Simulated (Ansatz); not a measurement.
A run of Ansatz (development build ahead of 0.2.0) on singlet C₃H₆ at this shape:

```xyz
9

C     0.0000   -0.4905   -0.1288
C     0.0000   -0.5047    1.3118
C     0.0000    0.8306   -1.0531
H     0.0000   -1.5278   -0.7034
H     0.0000   -1.5171    1.9192
H     0.0000    0.4980    1.9395
H     0.0000    1.8242   -0.4015
H     0.9536    0.8550   -1.7668
H    -0.9536    0.8550   -1.7668
```

Its results:

```yaml
Converged: yes
Total_energy: -117.05350 hartree
Spin_squared_of_the_determinant: 0.000
```

Question: Which input gives this output? Name the method, the orbitals and the basis set, and write the input.

Answer: RHF in cc-pVTZ. An unrestricted run that stays on the closed shell gives the same numbers.

```yaml
crystal:
  periodic: [false, false, false]
  atoms:
    - { symbol: C, position_ang: [0.0, -0.49048, -0.12875] }
    - { symbol: C, position_ang: [0.0, -0.50465, 1.31177] }
    - { symbol: C, position_ang: [0.0, 0.83059, -1.05305] }
    - { symbol: H, position_ang: [0.0, -1.5278, -0.70342] }
    - { symbol: H, position_ang: [0.0, -1.5171, 1.91922] }
    - { symbol: H, position_ang: [0.0, 0.49805, 1.93946] }
    - { symbol: H, position_ang: [0.0, 1.82417, -0.40154] }
    - { symbol: H, position_ang: [0.95355, 0.85496, -1.76678] }
    - { symbol: H, position_ang: [-0.95355, 0.85496, -1.76678] }
basis:
  gaussian: { orbitals: cc-pVTZ }
hamiltonian:
  xc: hf
```

Caution: no unrestricted run beside it, a lower state can exist.
